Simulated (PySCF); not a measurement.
## Assigning NMR signals

Structure with atom numbers: `[CH3:1]/[CH:2]=[CH:3]/[CH:4]=[O:5]` (H(Xn): hydrogen on atom n).

[PySCF 2.14.0 with density-fitted response routines: shielding tensors at PBE0/pcSseg-1 (GIAO); structure optimised with GFN2-xTB; J couplings at B3LYP/pcJ-1 (without the spin–dipole term); one averaged value for each set of equivalent atoms; non-relativistic; single conformer; isolated molecule]

Shifts are taken against calculated references (same method and geometry level): 13C (σ = 186.93 ppm) and 1H (σ = 31.72 ppm) vs TMS.

Question: Assign these signals to the numbered atoms. 13C{1H} NMR (computed): δ 196.0, 161.8, 142.1, 23.2.

Answer: 
196.0 → C4, aldehyde carbonyl carbon: low-lying n→π* states of the double bond to the heteroatom give a large paramagnetic term (-257 ppm)
161.8 → C2, β carbon of a C=C–C=O unit: conjugation with the carbonyl draws π density from the β position
142.1 → C3, α carbon of a C=C–C=O unit: the olefinic region
23.2 → C1, allylic methyl carbon: aliphatic region, no heteroatom directly attached

Question: Assign these signals to the numbered atoms. 1H NMR (600 MHz, computed): δ 9.73 (d, J = 8.0 Hz, 1H), 6.82 (dq, J = 16.0, 7.7 Hz, 1H), 6.32 (ddq, J = 16.0, 8.0, 2.1 Hz, 1H), 2.20 (dd, J = 7.7, 2.1 Hz, 3H).

Answer: 
| δ (ppm) | atoms | environment | reason |
| --- | --- | --- | --- |
| 9.73 | H(C4) | hydrogen on an aldehyde carbonyl carbon | the C=O anisotropy and electron withdrawal place aldehyde protons far downfield |
| 6.82 | H(C2) | hydrogen on a β carbon of a C=C–C=O unit | a vinylic proton, deshielded by the sp2 carbon and the C=C anisotropy |
| 6.32 | H(C3) | hydrogen on an α carbon of a C=C–C=O unit | a vinylic proton, deshielded by the sp2 carbon and the C=C anisotropy |
| 2.20 | H(C1) | hydrogen on an allylic methyl carbon | allylic position |

Multiplet labels drop couplings under 1 Hz and merge nearly equal ones. Unscaled 3J(H,H) at this level run about 10 % above measured values. Shifts are as computed. Against solution values, carbons near 30 ppm lie about +3 ppm off and those near 130 ppm about +5 ppm. Of 1211 compounds with measured shifts, 218 miss one by over three times the rms of a fit or turn the order of signals round; such compounds aren't used in these exercises.
